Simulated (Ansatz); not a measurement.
System: hcp Zr. Method: RPBE (PAW; Ansatz, a first-principles code).

Run with plane-wave cutoff 520 eV, 18×18×12 k mesh (along the axes of the cell as run), Fermi–Dirac smearing 0.05 eV, scalar-relativistic PAW data made under PBE.

Energies at three volumes about the minimum:

| V (Å³/atom) | E − E_lowest (meV/atom) |
|---|---|
| 23.480 | 2.73 |
| 23.960 | 0.00 |
| 24.439 | 2.60 |

**Question.** Fit a parabola by hand: where is the minimum, and what is the bulk modulus?

**Answer.** Slopes: (0.00 − 2.73)/(23.960 − 23.480) = -5.687 and (2.60 − 0.00)/(24.439 − 23.960) = 5.428 meV/Å³. Curvature E″ = 2 × (5.428 − (-5.687))/(24.439 − 23.480) = 23.180 meV/Å⁶. From the middle of the first interval, the slope vanishes at V0 = 23.7200 − (-5.687)/23.180 = 23.965 Å³/atom. B = V0 E″ = 23.965 × 23.180 meV/Å³ × 0.1602 GPa per meV/Å³ = 89.0 GPa. The full Birch–Murnaghan fit to all volumes gives V0 = 23.959 Å³/atom and B0 = 89.1 GPa.

Shape and atoms are relaxed at each volume.

Measured, for comparison: bulk modulus 95.9 GPa (zero-point energy and finite temperature contributions removed, our sources range from 84.3 to 95.9; as tabulated in doi:10.1021/acs.jctc.3c00612). Computed (rounded) less measured: bulk modulus not scored (sources differ).

Note: the bulk modulus comes from volumes at which shape and atoms were relaxed.
